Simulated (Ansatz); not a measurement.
Results of PBEsol (plane waves, PAW; Ansatz, a program for electronic structure) for CaB6-type CaB6.

Run with plane-wave cutoff 520 eV, 8×8×8 k mesh, Fermi–Dirac smearing 0.01 eV, scalar-relativistic PAW data made under PBE.

Computed at the level's own relaxed cell.

### Question
Give the computed equilibrium volume per atom, bulk modulus, lattice parameter a and pressure derivative B′ of the bulk modulus.

### Answer

equilibrium volume per atom: 10.04 Å³/atom
bulk modulus: 152 GPa
lattice parameter a: 4.127 Å
pressure derivative B′ of the bulk modulus: 3.2

The run finds no gap.

Measured, for comparison: equilibrium volume per atom 10.22 Å³/atom, lattice constant a 4.151 Å (temperature not stated, not corrected to a static lattice; as tabulated in Singh (2010), arXiv:1009.1807); bulk modulus 170 ± 5 GPa (room temperature, not corrected to a static lattice; as tabulated in Structural stability and vibrational characteristics of CaB6 under high …). Computed (rounded) less measured: equilibrium volume per atom -1.8 %, bulk modulus -11 %, lattice constant a -0.6 %. A static lattice is as a rule a little smaller and stiffer than an uncorrected measurement, which narrows the difference in the equilibrium volume per atom, lattice constant a and would widen misses of the other sign.

Note: the gap of the solid is closed in this run; this level leaves the solid without a gap, although one is measured; the bulk modulus comes from volumes at which shape and atoms were relaxed.

Computed values are for the static lattice.
